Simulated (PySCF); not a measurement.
Basis sets over 6 cases of the lowest singlet excitation energy at PBE with PySCF (Al to Cl present), each against its own reference: the value in aug-pcseg-3. By their distance from other large sets or by the extrapolation step the references are unsure by up to roughly 0.013 eV. B3LYP-D3(BJ)/def2-TZVP geometries; Tamm-Dancoff, state by order; density fitting; no added dispersion term; no relativity. (X+d) sets on Al to Cl for cc-pVXZ and aug-cc-pVXZ. 

Cases are drawn at random; left out are references unsure by over 0.017 eV, doubtful singlets; stability and T1 were not tested. Sets are drawn from those converged to one state in every case.

Cases (SMILES) and reference values:
- [AlH] (AlH) (closed-shell singlet): 2.872 eV
- ClO (OH-Cl): 3.799 eV
- [SiH]F (F-SiH) (closed-shell singlet): 2.956 eV
- P (PH3): 6.099 eV
- ClF (F-Cl): 3.880 eV
- [Si-]#[O+] (O-Si): 5.220 eV

```tsv
basis	functions over pcseg-1 (largest species, mean of cases)	mean signed deviation (eV)	mean absolute	largest	within 0.05 eV
6-311+G**	1.6	0.061	0.061	0.199	4 of 6
aug-cc-pVDZ	1.7	0.000	0.024	0.052	5 of 6
6-311++G(2d,2p)	1.9	0.019	0.028	0.081	5 of 6
def2-TZVP	2.0	0.226	0.226	1.151	3 of 6
cc-pVTZ	2.3	0.228	0.228	1.122	2 of 6
def2-TZVPP	2.4	0.219	0.219	1.111	3 of 6
jun-cc-pV(T+d)Z	2.7	0.061	0.063	0.362	5 of 6
aug-pcseg-2	3.2	0.006	0.011	0.020	6 of 6
pcseg-3	4.2	0.064	0.064	0.326	5 of 6
def2-QZVPPD	4.8	0.034	0.034	0.186	5 of 6
```

Among the sets for which every case ran a larger relative (same family, alike in diffuse functions, listed or not), the smallest listed that holds all cases within 0.05 eV together with them is aug-pcseg-2, at 3.2 times the functions of pcseg-1. Largest deviations of relatives not listed, over the cases that ran them: aug-pcseg-3 0.000 eV. A case lies within its reference's uncertainty of the window's edge in aug-cc-pVDZ, 6-311++G(2d,2p), def2-TZVP, cc-pVTZ, def2-TZVPP. These figures hold for the cases listed.
